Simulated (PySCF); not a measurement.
# Magnetic susceptibility: `C1CCCCC1`, C₆H₁₂

Geometry:
```csv
atom,x (Å),y (Å),z (Å)
C1,1.316,-0.618,-0.155
C2,1.166,0.835,0.288
C3,-0.127,1.449,-0.242
C4,-1.344,0.616,0.153
C5,-1.193,-0.837,-0.289
C6,0.100,-1.451,0.240
H7,1.434,-0.650,-1.254
H8,2.236,-1.055,0.267
H9,2.035,1.429,-0.039
H10,1.160,0.877,1.392
H11,-0.237,2.485,0.118
H12,-0.074,1.508,-1.344
H13,-2.263,1.053,-0.269
H14,-1.462,0.648,1.252
H15,-2.063,-1.431,0.037
H16,-1.187,-0.879,-1.394
H17,0.210,-2.487,-0.120
H18,0.046,-1.510,1.342
```

The calculation used GIAO B3LYP/aug-pcSseg-1 magnetisability, rotational g tensor and spin-rotation constants, non-relativistic, gas phase in PySCF. Geometry: PBE0-D3(BJ)/def2-SVP.

Task: What are the magnetisability and the molar susceptibility?

Result: Isotropic -1102 × 10⁻³⁰ J/T², or -66.4 × 10⁻⁶ cm³/mol; principal values -1147, -1147, -1013 × 10⁻³⁰ J/T², anisotropy 134 × 10⁻³⁰ J/T² (root of half the summed squared differences of the principal values). The susceptibility is in cgs units.

Task: Split it along the inertial axes a, b, c into diamagnetic and paramagnetic parts about the centre of mass, with the quadrupole moment.

Result: 
| axis | χ (10⁻⁶ cm³/mol) | diamagnetic (10⁻⁶ cm³/mol) | paramagnetic (10⁻⁶ cm³/mol) | summed x² of all electrons (Å²) | quadrupole Θ (D Å) |
| --- | --- | --- | --- | --- | --- |
| a | -69.1 | -396.3 | 327.2 | 72.3 | -0.26 |
| b | -69.1 | -396.3 | 327.2 | 72.3 | -0.26 |
| c | -61.0 | -613.7 | 552.7 | 21.1 | +0.53 |

Anisotropies 2χaa − χbb − χcc = -8.1 and 2χbb − χaa − χcc = -8.1 × 10⁻⁶ cm³/mol. Θ is traceless in Buckingham's convention.

Task: And the rotational g tensor?

Result: 
| axis | rotational constant (GHz) | g | nuclear part | electronic part |
| --- | --- | --- | --- | --- |
| a | 4.3292 | -0.0061 | 0.6594 | -0.6655 |
| b | 4.3284 | -0.0061 | 0.6593 | -0.6654 |
| c | 2.4736 | -0.0134 | 0.6289 | -0.6423 |

Oblate top; isotopes 12C, 1H; no vibrational averaging.
